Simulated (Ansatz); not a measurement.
## How far each method lies from UCCSDT(Q) for [OH···H···H], doublet

Geometry: a point of a hydrogen-transfer path between rigid fragments, not a stationary point.

```xyz
4

O    -0.1519   -0.0491    0.0000
H    -0.4013    0.8775    0.0000
H     1.0341   -0.0491    0.0000
H     1.7791   -0.0491    0.0000
```

Basis cc-pVTZ; Ansatz 0.2.0. Only valence electrons are correlated (noble-gas cores frozen), which leaves 9 electrons in 71 orbitals. R marks a restricted (for open shells ROHF) determinant, U an unrestricted one. Active spaces: pair = (3e, 3o) about the gap; valence = (9e, 7o) chosen from the atoms' valence shells.

Full CI isn't at hand for all of this; UCCSDT(Q) serves as the reference, and is uncertain by about the last step of the cluster series. The frozen core follows each run's orbitals, which can shift R against U totals by a few meV.

```
UHF ⟨S²⟩                          : 0.780
T1 diagnostic (RCCSD)             : 0.0346
largest doubles amplitude (RCCSD) : 0.051
T1 diagnostic (UCCSD)             : 0.0229
```

| level | E − E(RHF) (eV) |
| --- | --- |
| UHF | -0.3237 |
| RMP2 | -7.4242 |
| UMP2 | -7.3805 |
| RCCSD | -7.8618 |
| UCCSD | -7.8700 |
| RCCSD(T) | -8.0864 |
| UCCSD(T) | -8.0863 |

Problem. Estimate how far UCCSDT(Q) in cc-pVTZ lies from RCCSD(T). The table doesn't fix it; the size of (T) and the diagnostics are the guide.

Solution. UCCSDT(Q) in cc-pVTZ lies 2.0 kJ/mol below RCCSD(T), which is 9 % of the (T) step (-21.7 kJ/mol). T1 is raised, but (T) still catches most of what CCSD lacks.

The other levels:

| level | E − E(UCCSDT(Q)) (kJ/mol) | share of correlation (%) | wall time |
| --- | --- | --- | --- |
| BCCD(T) | 1.8 | 99.77 | 4 s |
| RCCSDT | 1.1 | 99.86 | – |
| UCCSDT | 1.0 | 99.87 | – |
| RCCSDT(Q) | 0.1 | 99.99 | 20 s (H100) |
| CASSCF (pair space) | 710.4 | 9.19 | – |
| NEVPT2 (pair space) | 57.3 | 92.68 | 12 s (H100) |
| CASSCF (valence space) | 625.3 | 20.06 | – |
| NEVPT2 (valence space) | 93.2 | 88.09 | 1.8 s |
| MRCISD (valence space) | 38.5 | 95.08 | – |
| MRCISD+Q (valence space) | 7.4 | 99.06 | 10 s (H100) |

The correlation energy at UCCSDT(Q), counted from RHF, is -8.107 eV. That run took 18 s on 2 threads of AMD EPYC 7R13 with a shared H100 80 GB, shared host.

Times hold each run's SCF and search for its determinant on a shared host, so for small cases they say little of a method's own cost; rows without a card ran on 1 thread of AMD EPYC 7R13.

Natural occupations of CASSCF (valence space) about the gap: 1.999 1.997 1.977 1.974 1.001 0.027 0.024; effectively unpaired electrons, Σ n²(2−n)², 1.01.
